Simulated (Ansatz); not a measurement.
Reaction: C2H6O (ethanol, SMILES CCO) + H+ → C2H7O+ (SMILES CC[OH2+])
Each species at its own B3LYP-D3(BJ)/def2-TZVP minimum (Ansatz, a first-principles code), one conformer.

Quantity: proton affinity (electronic), positive where energy is released, in kJ/mol. UHF or UKS for unpaired electrons; spin-orbit terms are left out. CBS(X,Y): correlation extrapolated as X^-3, Hartree-Fock from the larger set. A bracket is a step between two methods taken in the basis named. The functionals are non-relativistic, so their misses hold any scalar relativity. Double hybrids freeze cores in their MP2 part. '+ core + X2C': CCSD(T) terms for core correlation (cc-pwCVTZ) and scalar relativity (cc-pVTZ-DK).

CCSD(T)/CBS(cc-pVTZ,cc-pVQZ) + [CCSDT(Q) - CCSD(T)]/cc-pVDZ + core + X2C (Ansatz) gives 804.6 kJ/mol.

**Question.** How far off this value is PBE/def2-TZVPD (Ansatz), in which direction, and which of these levels come nearer: B3LYP/def2-TZVPD, wB97M-V/def2-TZVPD, B2PLYP/def2-TZVPD, CCSD(T)/CBS(cc-pVTZ,cc-pVQZ) + core + X2C?

**Answer.** PBE gives 799.5 kJ/mol, 5.1 kJ/mol below it. Differences of the others: B3LYP/def2-TZVPD (Ansatz) -0.5; wB97M-V/def2-TZVPD (Ansatz) -9.4; B2PLYP/def2-TZVPD (Ansatz) -4.6; CCSD(T)/CBS(cc-pVTZ,cc-pVQZ) + core + X2C (Ansatz) 0.0 kJ/mol. Nearer than PBE: B3LYP/def2-TZVPD, B2PLYP/def2-TZVPD, CCSD(T)/CBS(cc-pVTZ,cc-pVQZ) + core + X2C.
